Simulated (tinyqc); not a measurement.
Worked calculation: FCI on RHF in the sto-6g basis, frozen core, for OH-, spin multiplicity 1. The basis has no diffuse functions, so it cannot describe the extra electron: this is an exercise in the method, not the real anion. One step of it, computed by the program tinyqc.

Question. FCI: determinants and Hamiltonian. Slater-Condon rules over spin orbitals, with the nuclear repulsion and the energy of the frozen orbital added and E(HF) subtracted on the diagonal. Only determinants linked to the reference directly or through others are kept (one block of an abelian symmetry group), so some states are absent.

one-electron integrals dressed by the frozen orbital, h + 2 (pq|11) - (p1|1q) (hartree):
```
           2          3          4          5          6
2  -5.116496   0.322597   0.000000   0.000000  -0.382909
3   0.322597  -3.454799   0.000000   0.000000  -0.972875
4   0.000000   0.000000  -4.635998   0.000000   0.000000
5   0.000000   0.000000   0.000000  -4.635998   0.000000
6  -0.382909  -0.972875   0.000000   0.000000  -3.926949
```

energy of the frozen orbital, 2 h_11 + (11|11) = -59.85888202 hartree

Two-electron integrals over orbitals (pq|rs), unique and non-zero (hartree); the lowest 1 orbital is frozen and left out:
```
(22|22) 0.757141    (32|22) -0.071643   (32|32) 0.099667    (33|22) 0.525380
(33|32) 0.033381    (33|33) 0.611328    (42|42) 0.163758    (43|42) -0.034194
(43|43) 0.022889    (44|22) 0.782992    (44|32) -0.088181   (44|33) 0.506211
(44|44) 0.880663    (52|52) 0.163758    (53|52) -0.034194   (53|53) 0.022889
(54|54) 0.047461    (55|22) 0.782992    (55|32) -0.088181   (55|33) 0.506211
(55|44) 0.785741    (55|55) 0.880663    (62|22) 0.061848    (62|32) 0.061869
(62|33) 0.004498    (62|44) 0.067199    (62|55) 0.067199    (62|62) 0.115549
(63|22) 0.176582    (63|32) -0.094259   (63|33) -0.039313   (63|44) 0.188421
(63|55) 0.188421    (63|62) 0.011618    (63|63) 0.188242    (64|42) 0.025494
(64|43) 0.016396    (64|64) 0.037907    (65|52) 0.025494    (65|53) 0.016396
(65|65) 0.037907    (66|22) 0.678275    (66|32) -0.006075   (66|33) 0.587854
(66|44) 0.672213    (66|55) 0.672213    (66|62) 0.070617    (66|63) 0.091905
(66|66) 0.703426
```

nuclear repulsion = 3.14284906 hartree

Hartree-Fock energy = -74.75555768 hartree

Give: determinants; H - E(HF) between determinants.

Answer.

Occupation strings over the orbitals (2 doubly, a alpha, b beta, 0 empty; spin orbitals ordered 1a 1b 2a 2b ...): 222220 22a22b 2a222b 22b22a 2b222a 222202 222022 220222 2ab222 2ba222 202222

H - E(HF) between determinants (hartree):
```
        222220  22a22b  2a222b  22b22a  2b222a  222202  222022  220222
222220   0.000   0.000   0.000   0.000   0.000   0.038   0.038   0.188
22a22b   0.000   0.428   0.018  -0.188  -0.012  -0.016  -0.016   0.131
2a222b   0.000   0.018   0.956  -0.012  -0.116  -0.025  -0.025   0.094
22b22a   0.000  -0.188  -0.012   0.428   0.018   0.016   0.016  -0.131
2b222a   0.000  -0.012  -0.116   0.018   0.956   0.025   0.025  -0.094
222202   0.038  -0.016  -0.025   0.016   0.025   0.479   0.047   0.023
222022   0.038  -0.016  -0.025   0.016   0.025   0.047   0.479   0.023
220222   0.188   0.131   0.094  -0.131  -0.094   0.023   0.023   0.996
2ab222  -0.012  -0.094   0.085   0.066  -0.062   0.034   0.034  -0.057
2ba222   0.012   0.066  -0.062  -0.094   0.085  -0.034  -0.034   0.057
202222   0.116  -0.062   0.009   0.062  -0.009   0.164   0.164   0.100

        2ab222  2ba222  202222
222220  -0.012   0.012   0.116
22a22b  -0.094   0.066  -0.062
2a222b   0.085  -0.062   0.009
22b22a   0.066  -0.094   0.062
2b222a  -0.062   0.085  -0.009
222202   0.034  -0.034   0.164
222022   0.034  -0.034   0.164
220222  -0.057   0.057   0.100
2ab222   1.347  -0.100   0.048
2ba222  -0.100   1.347  -0.048
202222   0.048  -0.048   2.015
```
